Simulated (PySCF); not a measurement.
Beryllium: a sound run and one with changed settings

Sound run: Be [He] 2s2, Be⁺ [He] 2s1. Computed with PySCF 2.14 in 6-31G*, with the non-relativistic Hamiltonian (point nucleus). In the sound run the correlated levels freeze 1s2. The sound run starts from symmetry-adapted Hartree-Fock orbitals and uses a fine grid where one is needed.

Changed run: all electrons correlated in a basis built for the valence shell.

```csv
species,method,sound run (hartree),changed run (hartree),converged
Be,MP2,-14.59277,-14.59385,yes
Be,CCSD(T),-14.61305,-14.61394,yes
Be⁺,MP2,n/a,-14.27619,yes
Be⁺,CCSD(T),n/a,-14.27627,yes
```

Ionisation energy of Be:

| method | sound run (eV) | changed run (eV) |
| --- | --- | --- |
| UHF | 7.928 | 7.928 |
| MP2 | 8.636 | 8.644 |
| SCS-MP2 | 8.777 | 8.786 |
| CCSD | 9.188 | 9.186 |
| CCSD(T) | 9.188 | 9.188 |

A valence basis has no tight correlating functions, so it recovers only part of the core correlation, and not evenly between atom and ion.

For comparison, NIST gives 9.323 eV between the lowest levels.
